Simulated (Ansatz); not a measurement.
1T (CdI2-type) PtS2 was calculated with PBE0-D4 in Ansatz (plane waves, PAW).

Task: Predict the interlayer binding energy, layer repeat distance and gap between the layers.

Result: 
- interlayer binding energy: 29.4 meV/Å²
- layer repeat distance: 4.900 Å
- gap between the layers: 2.489 Å

Note: exact exchange on metals is sensitive to the k mesh and can open a false gap.

Spin–orbit coupling is not included.

Ansatz is a quantum-chemistry and plane-wave program.
